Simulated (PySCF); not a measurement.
Gas-phase reaction: SiO₂ + Si ⇌ 2 SiO

Energies from PySCF (xtb for GFN2), thermal terms from the rigid-rotor harmonic-oscillator model, ideal gas at 1 bar. Table values come from the NASA 1993 polynomials. After a fit of one offset per element over all species, the range-separated, M06-2X, PBE0/def2-QZVP and CCSD(T)/def2-TZVPP enthalpies, where run, lie to one side of the table for SiO₂ (+35 kJ/mol): a fault of the table's entry, another state or a shared error of the levels is possible; this was not checked at source. † marks an energy on the PBE0/def2-TZVP geometry and frequencies; other levels use their own. MP2 and CCSD(T) freeze the core. 6-31G* has spherical d functions here. Open shells (unrestricted): Si (multiplicity 3, electronic degeneracy 9); the rest are closed-shell singlets. GFN2 has no spin-polarisation term. Spin-orbit splitting is ignored; it lowers the true energy and changes the entropy of Si. MP2 isn't extrapolated to the basis-set limit; its ΔH°(298 K) is -354.3 kJ in def2-SVP and -351.6 kJ in def2-TZVPP. CCSD(T) isn't extrapolated to the basis-set limit; its ΔH°(298 K) is -361.3 kJ in def2-SVP and -355.5 kJ in def2-TZVPP. The harmonic model lacks anharmonicity and excited electronic states, which grow with temperature; levels with a mode under 35 cm⁻¹ are left out. The table's entry may be an old estimate for SiO₂, SiO (not checked at source). Warning, large T1 diagnostic: SiO, SiO₂ (CCSD(T)/def2-TZVPP†).

ΔH° and ΔS° at 298 K: table -345 kJ, 26 J/K; CCSD(T)/def2-TZVPP† -355 kJ, 23 J/K; GFN2-xTB -237 kJ, 25 J/K; HF/6-31G* -284 kJ, 24 J/K; M06-2X/def2-TZVP† -371 kJ, 23 J/K; MP2/def2-SVP† -354 kJ, 23 J/K.

Question: With the heat capacities included, give log10 K at 500, 1000, 1600, 1800, 2000 K for each.

Answer: 
```tsv
T (K)	table	CCSD(T)/def2-TZVPP†	GFN2-xTB	HF/6-31G*	M06-2X/def2-TZVP†	MP2/def2-SVP†
500	37.4	38.3	26.0	30.9	39.9	38.2
1000	19.2	19.6	13.5	15.9	20.4	19.5
1600	12.3	12.5	8.7	10.2	13.0	12.4
1800	11.0	11.1	7.8	9.1	11.6	11.1
2000	10.0	10.1	7.1	8.3	10.5	10.0
```
Ten kJ in ΔG° is worth 1.04 decades in K at 500 K and 0.26 at 2000 K. Holding ΔH° and ΔS° at their 298 K values would give 10.4 (table), 10.5 (CCSD(T)/def2-TZVPP†), 7.5 (GFN2-xTB) at 2000 K.
